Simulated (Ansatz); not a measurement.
Relaxation of CH3S (5 atoms, charge 0, multiplicity 2), to a largest force component of 0.02 eV/Å in at most 50 steps.

Theory: Ansatz, UKS CAM-B3LYP-D4/def2-SVP.

```xyz
5
Properties=species:S:1:pos:R:3:forces:R:3
C -0.102 -0.596 0.126 -2.46 2.45 -2.90
S 0.826 0.845 0.309 0.35 -0.05 0.31
H -1.023 -0.542 -0.585 1.69 -0.41 1.43
H 0.146 -1.438 0.676 0.56 -1.81 1.21
H 0.203 1.657 -0.568 -0.14 -0.18 -0.04
```

Task: Where does it end, and by what steps?

Result: The run converged. After 4 steps the energy has fallen by 0.172 eV; C1 moved furthest, 0.05 Å.

```
step  energy less start (eV)  largest force component (eV/Å)  accepted
   0                  0.0000                           2.903       yes
   1                 -0.1618                           0.655       yes
   2                 -0.1713                           0.096       yes
   3                 -0.1712                           0.111        no
   4                 -0.1718                           0.014       yes
```

```xyz
5
Properties=species:S:1:pos:R:3
C -0.126 -0.564 0.091
S 0.838 0.847 0.313
H -0.998 -0.562 -0.560
H 0.137 -1.443 0.677
H 0.199 1.649 -0.562
```

Whether the end is a true minimum wasn't checked by a vibrational analysis.

Run time: 13 s on 1 thread of Intel(R) Xeon(R) Processor @ 2.70GHz, with other jobs on the host, peak memory 0.13 GiB.
